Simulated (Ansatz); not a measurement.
The cation of CH5AlS, SMILES `[CH3][AlH][SH]` at the neutral geometry.

```yaml
crystal:
  periodic: [false, false, false]
  atoms:
    - {symbol: C, position_ang: [-0.729037, 1.066682, -0.417875]}
    - {symbol: Al, position_ang: [0.571500, -0.326575, -0.037903]}
    - {symbol: S, position_ang: [-0.003731, -1.933243, 1.331902]}
    - {symbol: H, position_ang: [-0.342770, 2.048268, -0.124316]}
    - {symbol: H, position_ang: [-1.676349, 0.908561, 0.102414]}
    - {symbol: H, position_ang: [-0.938042, 1.121302, -1.491202]}
    - {symbol: H, position_ang: [2.030232, -0.381199, -0.654312]}
    - {symbol: H, position_ang: [1.180296, -2.560898, 1.235491]}
basis:
  gaussian: {orbitals: def2-TZVPP}
total_charge: 1
magnetization: {spin_polarized: true, initial_magnetization: 1}
hamiltonian: {xc: pbe0, dispersion: d4}
```

```sh
$ ansatz run in.yaml --threads 2 --pin off --events-out ev --progress --plain --max-ram 32768MiB --backend cpu
```

Output, abridged:

```
Functional definition: PBE0
1090 factors; their error is unknown
mean field evaluation 1: about -18523.9745 eV, gradient 4.9e1 eV
mean field evaluation 2: about -18507.4067 eV, gradient 6.2e1 eV
mean field evaluation 4: about -18534.7032 eV, gradient 5.2e0 eV
mean field evaluation 8: about -18534.8700 eV, gradient 2.1e-1 eV
mean field evaluation 16: about -18534.7801 eV, gradient 4.3e0 eV
mean field evaluation 32: about -18534.8606 eV, gradient 2.7e0 eV
mean field -18534.91147401 eV, -681.1454332556 hartree, gradient 2.1e-5 eV, S^2 0.758319; 5 other end points of the search recorded, 0 dependent functions left out
reference -18534.91150557 eV, -681.1454344156 hartree; 20, 19 occupied and 165, 166 virtual orbitals, 1090 factors
Total energy: -18535.00589532 eV, -681.1489031749 hartree
```

Run time 26 s (2 threads of a server CPU on a shared host); peak host memory 0.5 GiB.
